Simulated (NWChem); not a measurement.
**Extrapolating the CCSD correlation energy of Li2**

SMILES: [Li][Li]
```xyz
2

Li     0.0000     0.0000     1.3936
Li     0.0000     0.0000    -1.3936
```
Charge 0, spin multiplicity 1.

The numbers come from NWChem runs, not from measurements. Structure: optimised with PBE0/def2-SVP, a minimum by its harmonic frequencies.

The correlated methods freeze no orbitals. The structure started from a generated list of species. Coupled-cluster values serve here as a point of comparison, not as the truth.

Worked example. The CCSD correlation energy is -58.66 mHa in cc-pVTZ and -68.09 mHa in cc-pVQZ. The form E(X) = E∞ + A/X³ turns the pair into an estimate of the basis-set limit.

E∞ = (4³·(-68.09) − 3³·(-58.66))/(4³ − 3³) = -75.0 mHa. The larger basis holds 91 % of that. This is a two-point estimate.
